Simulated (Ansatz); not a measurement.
# BeLi (quartet): wave-function methods side by side, def2-QZVPP

An exercise on one series of results from a longer session: the logs are not shown, and one member is left open.

Program: Ansatz 0.2.0, Gaussian basis. Level of theory: def2-QZVPP, core rule «outside noble gas», up to 2 orbitals frozen. These are calculated values, not measurements.

Plan: UHF; ROHF; CCSD(T) on UHF.

2 further runs of the same task are left out: 2 set aside as unsound or not needed.

**What is computed**

The geometry is a PBE0/def2-TZVP stationary point (not a proven minimum) of the parent state, kept for this charge and spin.

2 atoms, charge 0, spin multiplicity 4.

Atoms are counted from 1 here; the program's logs count them from 0.

No contacts short enough for the rule that draws bonds.

The first run:

Input file in.yaml:

```yaml
crystal:
  periodic: [false, false, false]
  atoms:
    - {symbol: Li, position_ang: [0.000000, 0.000000, 0.000000]}
    - {symbol: Be, position_ang: [0.000000, 0.000000, 2.584800]}
basis:
  gaussian: {orbitals: "def2-QZVPP.json"}
magnetization: {spin_polarized: true, initial_magnetization: 3}
hamiltonian: {xc: hf}
output: {orbitals: {seedname: orbitals}}
```

The run is started by

```sh
> ansatz run in.yaml --threads 1 --pin off --events-out ev --progress --plain --max-ram 2393MiB
```

Among the steps run: UHF; ROHF; CCSD(T) on UHF.

One of the session's tables, all rows but one given; the rest of the session is left out.

It belongs to the step «Misses and costs». 

| method | from UCCSD(T) (kJ/mol) |
| --- | --- |
| ROHF | +43.6 |
| UHF | +43.5 |
| UMP2 | +17.3 |
| UCCSD | ? |
| UCCSD(T) | 0 |

Estimate the missing values for UCCSD.

The run gave: from UCCSD(T) (kJ/mol): +0.7. In the column «from UCCSD(T) (kJ/mol)» it lies between UCCSD(T) (0) and UMP2 (+17.3).
